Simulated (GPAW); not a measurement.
**C2HF2O (SMILES O=C[C](F)F), run twice**

Aim: energy and one-electron properties of C2HF2O at UPBE/plane waves (scalar-relativistic datasets, plane-wave cutoff 450 eV).

Program for the calculation: GPAW 26.7.0.

### Step 1. Starting point

The species is C2HF2O (6 atoms), meant as a doublet with charge 0. SMILES: `O=C[C](F)F`. The coordinates come from a GFN2-xTB relaxation. This is one conformer, not always the lowest.

Bond lengths: O1–C2 1.220 Å, C2–C3 1.414 Å, C3–F4 1.318 Å, C3–F5 1.311 Å, C2–H6 1.103 Å. Angles: O1–C2–C3 124.7°, C2–C3–F4 122.8°, C2–C3–F5 125.9°, F4–C3–F5 111.3°, O1–C2–H6 122.8°, C3–C2–H6 112.5°.

### Step 2. Try one

The input, run.xyz:

```xyz
6

O      0.625970     0.239320     1.648560
C     -0.174960     0.060800     0.745290
C      0.165150    -0.045190    -0.622930
F     -0.731400    -0.241290    -1.568210
F      1.375350     0.022230    -1.121380
H     -1.260110    -0.035860     0.918680
```

The input, run.py:

```python
import numpy as np
from ase.io import read
from ase.units import Debye
from gpaw import GPAW, PW

# Structure
mol = read("run.xyz")
mol.center(vacuum=4.5)
mol.set_initial_magnetic_moments([0.4, 0.4, 0.4, 0.4, 0.4, 0.0])

# DFT calculator
calc = GPAW(mode=PW(450),
            xc="PBE",
            occupations={"name": "fermi-dirac", "width": 0.02, "fixmagmom": True},
            maxiter=96,
            symmetry="off",
            txt="-")
mol.calc = calc

energy = mol.get_potential_energy()
print(f"Energy                  {energy:.5f} eV")
forces = mol.get_forces()
print("Forces (eV/Ang)")
for symbol, f in zip(mol.symbols, forces):
    print(f'{symbol:2} {f[0]:9.4f} {f[1]:9.4f} {f[2]:9.4f}')
dipole = mol.get_dipole_moment() / Debye
print(f"Dipole: {np.linalg.norm(dipole):.3f} D")
```

Started as:

```console
$ python run.py
```

Standard output:

```text
[...]
  mode=PW(ecut=450.00000000000006),
[...]
Number of symmetries: 1
[...]
  Number of IBZ points: 1
[...]
Cutoff: 450.00000000000006 eV
Spin-components: 2 (collinear spins)
Bands:           21
[...]
  Valence electrons: 29.0
[...]
  Grid points: [60 48 60]
  Charge: 0.0  # |e|
[...]
    cutoffs:
[...]
occupation numbers:
  Fixed magnetic moment: 2.000
[...]
xc functional:
  name: PBE with 2 nearest neighbor stencil
[...]
|iter     |     time |      energy | eigst |  dens |  magmom |
[...]
|iter:   1| 00:00:05 |  -31.427361 | +0.30 |       |  +1.9977|
[...]
|iter:  16| 00:00:42 |  -30.375407c| -7.66c| -4.89c|  +2.0000|
Converged in 16 steps
[...]
Energy contributions relative to reference atoms: (reference = -9536.760265)
Energy contributions:
  Kinetic:          34.142366
  Coulomb:         -31.612606
  Zero:              0.452602
  External:          0.000000
  Xc:              -33.343907
  Entropy:          -0.027726
  Spinorbit:         0.000000
  ----------------------------
  Free energy:     -30.389270
  Extrapolated:    -30.375407
dipole moment: (-0.229199, -0.033706, -0.167943)  # |e|*Ang
Total magnetic moment: (0.000000, 0.000000, 2.000000)
Local magnetic moments
|        x |        y |        z |
|----------|----------|----------|
| 0.000000 | 0.000000 | 0.419730 |  # O    0
| 0.000000 | 0.000000 | 0.119393 |  # C    1
| 0.000000 | 0.000000 | 0.283793 |  # C    2
| 0.000000 | 0.000000 | 0.069480 |  # F    3
| 0.000000 | 0.000000 | 0.068633 |  # F    4
| 0.000000 | 0.000000 | 0.025004 |  # H    5
Fermi levels: -1.043, -6.505
Eigenvalues  # (at kpt = [0.000, 0.000, 0.000])
| band index |      eig [eV] | occ [0-1] |      eig [eV] | occ [0-1] |
|------------|---------------|-----------|---------------|-----------|
|          0 |       -33.115 |     1.000 |       -32.912 |     1.000 |
|        ... |               |           |               |           |
|          6 |       -13.537 |     1.000 |       -12.953 |     1.000 |
|          7 |       -13.423 |     1.000 |       -12.792 |     1.000 |
|          8 |       -11.840 |     1.000 |       -11.434 |     1.000 |
|          9 |       -11.241 |     1.000 |       -10.909 |     1.000 |
|         10 |       -11.119 |     1.000 |       -10.838 |     1.000 |
|         11 |       -10.610 |     1.000 |       -10.419 |     1.000 |
|         12 |       -10.514 |     1.000 |        -9.536 |     1.000 |
|         13 |        -7.754 |     1.000 |        -6.505 |     0.500 |
|         14 |        -5.731 |     1.000 |        -4.090 |     0.000 |
|         15 |        -1.043 |     0.500 |        -0.409 |     0.000 |
[...]
Gap: 3.047 eV
Transition (v -> c):
[...]
Forces (eV/Ang)
O     2.6496    0.5452    2.7124
C    -3.3625   -0.5000   -0.7111
C     0.7396    0.0128   -2.3140
F    -0.5646   -0.0870   -0.0151
F     0.7507    0.0181    0.0538
H    -0.1885   -0.0035    0.2424
Dipole: 1.374 D
```

It took 45 s on 1 thread of Intel Xeon at 2.70GHz, shared host; peak memory 0.61 GiB.

### Step 3. Reading the log

It ran to the end. The result can't be trusted all the same.

What is wrong: the spin state typed doesn't suit the molecule. Among its listed settings the sound run differs in this, and the input shows the rest: multiplicity 2 in place of 3.

### Step 4. Try two

run.xyz is that of step 2.

The input, run_sp.py:

```python
import numpy as np
from ase.io import read
from ase.units import Debye
from gpaw import GPAW, PW

mol = read("run.xyz")
mol.center(vacuum=4.5)
mol.set_initial_magnetic_moments([0.2, 0.2, 0.2, 0.2, 0.2, 0.0])

calc = GPAW(mode=PW(450),
            xc="PBE",
            occupations={"name": "fermi-dirac", "width": 0.02, "fixmagmom": True},
            maxiter=100,
            symmetry="off",
            txt="-")
mol.calc = calc

energy = mol.get_potential_energy()
print(f"Energy                  {energy:.5f} eV")
forces = mol.get_forces()
print("Forces (eV/Ang)")
for symbol, f in zip(mol.symbols, forces):
    print(f'{symbol:2} {f[0]:9.4f} {f[1]:9.4f} {f[2]:9.4f}')
dipole = mol.get_dipole_moment() / Debye
print(f"Dipole = {np.linalg.norm(dipole):.3f} D")
```

Started as:

```console
$ python run_sp.py
```

Standard output, cut to the lines that bear on the results:

```text
[...]
  mode=PW(ecut=450.00000000000006),
[...]
Number of symmetries: 1
[...]
  Number of IBZ points: 1
[...]
Cutoff: 450.00000000000006 eV
Spin-components: 2 (collinear spins)
Bands:           21
[...]
  Valence electrons: 29.0
[...]
  Grid points: [60 48 60]
  Charge: 0.0  # |e|
[...]
    cutoffs:
[...]
occupation numbers:
  Fixed magnetic moment: 1.000
[...]
xc functional:
  name: PBE with 2 nearest neighbor stencil
[...]
|iter     |     time |      energy | eigst |  dens |  magmom |
[...]
|iter:   1| 00:00:07 |  -35.133936 | +0.30 |       |  +0.9989|
[...]
|iter:  12| 00:00:40 |  -33.061507c| -7.88c| -4.48c|  +1.0000|
Converged in 12 steps
[...]
Energy contributions relative to reference atoms: (reference = -9536.760265)
Energy contributions:
  Kinetic:          30.468524
  Coulomb:         -30.647622
  Zero:              0.451833
  External:          0.000000
  Xc:              -33.334242
  Entropy:          -0.000000
  Spinorbit:         0.000000
  ----------------------------
  Free energy:     -33.061507
  Extrapolated:    -33.061507
dipole moment: (-0.308197, -0.070020, -0.356715)  # |e|*Ang
Total magnetic moment: (0.000000, 0.000000, 1.000000)
Local magnetic moments
|        x |        y |         z |
|----------|----------|-----------|
| 0.000000 | 0.000000 |  0.184983 |  # O    0
| 0.000000 | 0.000000 |  0.000605 |  # C    1
| 0.000000 | 0.000000 |  0.201322 |  # C    2
| 0.000000 | 0.000000 |  0.063937 |  # F    3
| 0.000000 | 0.000000 |  0.057394 |  # F    4
| 0.000000 | 0.000000 | -0.001737 |  # H    5
Fermi levels: -4.020, -5.573
Eigenvalues  # (at kpt = [0.000, 0.000, 0.000])
[...]
Gap: 3.572 eV
Transition (v -> c):
[...]
Forces (eV/Ang)
O     1.1804    0.2119    1.0803
C    -0.9457   -0.1578   -0.6057
C     0.2388   -0.0432   -0.5334
F    -0.2694   -0.0202   -0.0827
F     0.2078    0.0406    0.0972
H    -0.3856   -0.0369    0.0149
Dipole = 2.289 D
```

It took 42 s on 1 thread of Intel Xeon at 2.70GHz, shared host; peak memory 0.6 GiB.

### Step 5. Results

Level: UPBE/plane waves (scalar-relativistic datasets, plane-wave cutoff 450 eV).

```
                                              quantity        value
energy as printed (from the program's reference atoms)  -33.0615 eV
                                         dipole moment       2.29 D
                   HOMO energy (from the vacuum level)     -5.96 eV
                   LUMO energy (from the vacuum level)     -4.71 eV
                              largest force on an atom   1.614 eV/Å
```

The largest force is 1.61 eV/Å: the shape isn't a stationary point for this species at this level.
